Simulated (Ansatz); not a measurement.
**An input for SiH2ClO (SMILES O[SiH]Cl)**

SiH2ClO has 5 atoms, charge 0, and is taken as a doublet. As SMILES, `O[SiH]Cl`. Geometry: relaxed at PBE0-D4/def2-TZVP. This is one conformer, not always the lowest.

```
atom    x (Å)    y (Å)    z (Å)
   O  -0.8061  -0.4320  -0.7465
  Si  -0.0923   0.4798   0.4140
  Cl   1.6066  -0.4408   1.1436
   H  -1.0241  -1.3432  -0.5400
   H   0.3160   1.7363  -0.2711
```

Settings wanted:

```json
{"basis set": "STO-3G", "core potential": "none", "task": "energy", "method": "DFT", "functional": "r2SCAN0", "dispersion": "none", "reference": "UKS", "relativity": "none", "accuracy": "high"}
```

Question: Write the Ansatz 0.2.0 input and the command.

Answer: One that was run (others would do as well):

job.yaml:
```yaml
crystal:
  periodic: [false, false, false]
  atoms:
    - {symbol: O, position_ang: [-0.806100, -0.432000, -0.746500]}
    - {symbol: Si, position_ang: [-0.092300, 0.479800, 0.414000]}
    - {symbol: Cl, position_ang: [1.606600, -0.440800, 1.143600]}
    - {symbol: H, position_ang: [-1.024100, -1.343200, -0.540000]}
    - {symbol: H, position_ang: [0.316000, 1.736300, -0.271100]}
basis:
  gaussian: {orbitals: STO-3G}
magnetization: {spin_polarized: true, initial_magnetization: 1}
hamiltonian: {xc: {name: r2SCAN0}}
accuracy: high
```

```bash
$ ansatz run job.yaml --threads 1 --pin off --max-ram 2610MiB --events-out events.jsonl --progress --plain --runs-dir runs
```

Calculated total energy: -816.65857 Eh.
